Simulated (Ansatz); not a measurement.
# MoW2: from a trial structure to a relaxed crystal

Method: DFT PBE, scalar-relativistic, plane waves, PAW (Ansatz 0.2.0). Cutoff 420 eV, Γ-centred k mesh, Gaussian smearing, no spin polarisation in the final step.

The start puts MoW2 on the AlB2 structure type (P6/mmm, No. 191), with Mo in place of Al, W in place of B, at a guessed volume.

```xyz
3
Lattice="3.6058 0.0000 0.0000 -1.8029 3.1228 0.0000 0.0000 0.0000 3.8934" Properties=species:S:1:pos:R:3 pbc="T T T"
Mo    0.0000    0.0000    0.0000
W     0.0000    2.0818    1.9467
W     1.8029    1.0409    1.9467
```

Cell and atoms relax at zero pressure; the relaxation can't lower the symmetry of the start. After a coarse first stage the cell is made exact in the group found at 0.06 Å.

Formation energies are uncorrected and refer to the elements' standard structures at the same level.

Question: What does it relax into?

Answer: It keeps P6/mmm (No. 191), but not the shape of the type it started on. Conventional cell: a = 4.686 Å, c = 2.597 Å. Mo is coordinated by 2 Mo at 2.60 Å and 12 W at 3.00 Å; W is coordinated by 5 W at 2.60–2.71 Å and 6 Mo at 3.00 Å.

```cif
data_structure
_symmetry_space_group_name_H-M 'P6/mmm'
_symmetry_Int_Tables_number 191
_cell_length_a 4.6858
_cell_length_b 4.6858
_cell_length_c 2.5969
_cell_angle_alpha 90.000
_cell_angle_beta 90.000
_cell_angle_gamma 120.000
_cell_volume 49.38
loop_
_atom_site_label
_atom_site_type_symbol
_atom_site_symmetry_multiplicity
_atom_site_Wyckoff_symbol
_atom_site_fract_x
_atom_site_fract_y
_atom_site_fract_z
_atom_site_occupancy
Mo1 Mo 1 a 0.00000 0.00000 0.00000 1
W1 W 2 d 0.33333 0.66667 0.50000 1
```

Question: What are its volume, energy, density and gap?

Answer: The volume per atom is 16.46 Å³. The density is 15.59 g/cm³ and the energy over the elements is 0.52 eV/atom. The gap on the 12×12×16 mesh is 0 eV (a metal).

The final run used a 12×12×16 mesh on its 3-atom cell and 0.10 eV smearing. For metals, differences of a few meV/atom aren't resolved. Spin–orbit coupling is left out. A structure relaxed within its symmetry needn't be a true minimum. The steps took of the order of 60 core-seconds in all.